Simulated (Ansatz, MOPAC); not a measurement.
Bond stretch in OH, doublet.

ROCCSD = CCSD on ROHF/aug-cc-pVDZ, frozen core run with Ansatz (a first-principles code); AM1, unrestricted, heats of formation (MOPAC); UCCSDT(Q) = CCSDT(Q) on UHF/aug-cc-pVDZ, frozen core in Ansatz; PM6, unrestricted, heats of formation (MOPAC); ROMP2 = Ansatz with MP2 on ROHF/aug-cc-pVDZ, frozen core.

Energies are in eV, each relative to the lowest point of its own curve near equilibrium.

```csv
R / Å,ROCCSD,AM1,UCCSDT(Q),PM6,ROMP2
0.73,2.804,1.571,2.827,(withheld),2.785
0.77,1.759,(withheld),1.779,0.564,1.742
0.84,0.639,0.320,0.653,0.242,0.627
0.88,0.289,0.119,0.299,0.121,0.280
0.92,0.090,0.018,0.096,(withheld),0.085
0.94,0.036,0.000,0.040,0.018,0.032
0.97,0.000,0.008,0.000,0.000,0.000
0.99,0.002,0.035,0.000,0.000,0.005
1.03,(withheld),(withheld),0.050,0.030,0.065
1.08,0.199,0.318,0.185,0.118,0.215
1.13,0.397,0.564,0.375,0.258,0.423
1.22,0.838,1.107,0.801,0.625,0.887
1.30,1.271,(withheld),1.218,1.044,1.347
1.46,2.133,2.756,2.042,2.006,2.286
1.59,2.761,3.513,2.631,2.728,3.000
1.73,3.328,4.030,3.149,3.306,3.688
1.94,—,4.427,3.695,3.820,—
2.12,—,4.601,3.975,4.041,—
2.39,—,4.727,4.187,4.186,—
2.64,—,4.777,4.270,4.235,—
2.90,—,4.800,4.308,4.254,—
3.33,—,4.812,4.327,4.262,—
3.91,—,4.813,4.332,—,—
```

Complete the blanks.


- 0.73, PM6: 0.834
- 0.77, AM1: 0.978
- 0.92, PM6: 0.042
- 1.03, ROCCSD: 0.057
- 1.03, AM1: 0.131
- 1.30, AM1: 1.651

Dashes: no converged value, or the column stops at the first point that the program doubted or that broke a chosen test of continuity, which isn't proof of a fault.

The T1 diagnostic of CCSD on the restricted reference of ROCCSD, ROMP2 exceeds 0.045 at 1.73 to 1.94 Å. The unrestricted determinant behind UCCSDT(Q) is spin-contaminated at 1.30 to 3.91 Å (<S²> up to 1.8, against 0.75 for a pure doublet).
